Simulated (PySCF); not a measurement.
C4H8O, SMILES C1CCOC1, point group C2.

Level: PBE0/pcSseg-1 in PySCF (density fitting, grid level 2); geometry and Hessian at that level, cubic constants and property derivatives from steps of ±0.6 along each species' dimensionless normal coordinates, second-order vibrational perturbation theory. The parent has the commonest isotopes.

Equilibrium geometry (Å):

| atom | x | y | z |
| --- | --- | --- | --- |
| C1 | -0.9057 | -0.5585 | 0.1236 |
| C2 | 0.4319 | -0.7995 | -0.5670 |
| C3 | 1.3118 | 0.2431 | 0.1093 |
| O4 | 0.4597 | 1.3324 | 0.4352 |
| C5 | -0.8993 | 0.9570 | 0.2639 |
| H6 | -0.9156 | -1.0361 | 1.1117 |
| H7 | -1.7670 | -0.9328 | -0.4392 |
| H8 | 0.8117 | -1.8197 | -0.4503 |
| H9 | 0.3473 | -0.5934 | -1.6417 |
| H10 | 2.1232 | 0.6081 | -0.5318 |
| H11 | 1.7627 | -0.1559 | 1.0317 |
| H12 | -1.3033 | 1.4395 | -0.6407 |
| H13 | -1.4749 | 1.3178 | 1.1244 |

(1) Give the equilibrium and ground-state rotational constants (MHz) of parent; ²H at 10.

(2) How is the parent's vibrational correction B0 − Be made up?

(3) And its quartic centrifugal distortion constants from the harmonic force field?

A mode lies under 250 cm⁻¹, where this perturbation treatment is rough.

## Answers

(1) 
```tsv
species	Ae	Be	Ce	A0	B0	C0	Δ0 (u Å²)	harmonic ZPE (cm⁻¹)
parent	7164.3	7065.2	4050	7097.5	6991.2	4009.5	-17.449	25711
²H at 10	7057.9	6708.5	3913.3	6984.3	6648.3	3873.4	-17.901	24975
```

Δ0 = Ic − Ia − Ib from the ground-state constants.

(2) 
```csv
axis,harmonic,Coriolis,cubic,total (MHz)
a,8.78,-33.1,-42.4,-66.8
b,8.76,-28.4,-54.4,-74
c,2.49,-2.57,-40.4,-40.5
```

(3) Asymmetric top, A reduction, IIIr representation: ΔJ = 2.05 kHz, ΔJK = -0.166 kHz, ΔK = -1.29 kHz, δJ = -0.0598 kHz, δK = 17 kHz.
